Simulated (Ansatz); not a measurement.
System: bcc Fe. Method: r²SCAN (PAW; Ansatz, a quantum-chemistry and plane-wave program).

A relaxed, unreconstructed slab of the (111) face has 18 atoms, two equal faces of 14.237 Å² each and an energy of -80741.1572 eV. A bulk cell of 3 atoms with the same orientation and in-plane k mesh has -13457.6771 eV. Energies are extrapolated to zero smearing.

Run with plane-wave cutoff 500 eV, 18×18×1 k mesh (along the axes of the cell as run), Fermi–Dirac smearing 0.1 eV, spin-polarised with parallel moments, scalar-relativistic PAW data made under PBE.

Worked out: γ = (E_slab − N E_bulk per atom)/2A = [-80741.1572 − 18 × (-13457.6771/3)]/(2 × 14.237) = 0.1723 eV/Å². With 16.022 J/m² per eV/Å² this is 2.76 J/m², or 2.45 eV per surface cell and face.

Note: a magnet's gap depends somewhat on the PAW data.
